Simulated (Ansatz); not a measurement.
# AlCF+ (doublet): from Hartree-Fock to the top rungs, cc-pVDZ

The task here is to estimate one member of a computed series from the others.

Computed with Ansatz 0.2.0, Gaussian basis. Level: cc-pVDZ, core rule «outside noble gas», up to 7 orbitals frozen.

Plan: UHF; CCSD(T) on ROHF; CCSD(T) on UHF; BCCD(T) on ROHF; CISD; CCSDT(Q) on ROHF; CCSDT(Q) on UHF.

37 further runs of the same task are left out: 10 for a known fault of the program, 9 that didn't finish, 18 set aside as unsound or not needed.

### What is computed

The geometry is a PBE0/def2-TZVP stationary point (not a proven minimum) of the parent state, kept for this charge and spin.

3 atoms, charge 1, spin multiplicity 2.

Atoms are counted from 1 here; the program's logs count them from 0.

Bond lengths: C1–Al2 1.940 Å, Al2–F3 1.645 Å. Angles: C1–Al2–F3 180.0°.

Set-up of the first run:

in.yaml reads:

```yaml
crystal:
  periodic: [false, false, false]
  atoms:
    - {symbol: C, position_ang: [0.000000, 0.000000, 1.841767]}
    - {symbol: Al, position_ang: [0.000000, 0.000000, -0.098433]}
    - {symbol: F, position_ang: [0.000000, 0.000000, -1.743333]}
basis:
  gaussian: {orbitals: cc-pVDZ}
total_charge: 1
magnetization: {spin_polarized: true, initial_magnetization: 1}
hamiltonian: {xc: hf}
output: {orbitals: {seedname: orbitals}}
```

The run is started by

```bash
$ ansatz run in.yaml --threads 1 --pin off --events-out ev --progress --plain --max-ram 2393MiB
```

Steps of the session up to this table: UHF; CCSD(T) on ROHF; CCSD(T) on UHF; BCCD(T) on ROHF; CISD; CCSDT(Q) on ROHF; CCSDT(Q) on UHF.

One of the session's tables, all rows but one given; the rest of the session is left out.

| method | from UCCSDT(Q) (kJ/mol) |
| --- | --- |
| ROHF | +900.6 |
| UHF | +846.6 |
| RMP2 | +101.5 |
| UMP2 | +94.6 |
| CISD | +105.5 |
| RCCSD | +27.8 |
| UCCSD | ? |
| RCCSD(T) | +6.3 |
| UCCSD(T) | -2.6 |
| BCCD(T) | +5.9 |
| RCCSDT | +2.5 |
| UCCSDT | +2.9 |
| RCCSDT(Q) | +0.6 |
| UCCSDT(Q) | 0 |

**Question.** Estimate the row for UCCSD.

**Answer.** from UCCSDT(Q) (kJ/mol): +21.7. In the column «from UCCSDT(Q) (kJ/mol)» it lies between RCCSD(T) (+6.3) and RCCSD (+27.8).

The program flags UCCSD(T) as in doubt (see the logs), so those rows may rest on another solution; read them beside their warnings.

Caveats from the session: The determinant is far from a pure spin state, so its energy mixes those of several spin states (harmless only where they are near-degenerate, as at dissociation). The program flags UCCSD(T) as in doubt, so those rows may rest on another solution; read them beside their warnings. Restricted and unrestricted rows rest on different reference determinants; where their highest levels disagree by more than a few hundredths of an eV, they describe different states and don't form one ladder.
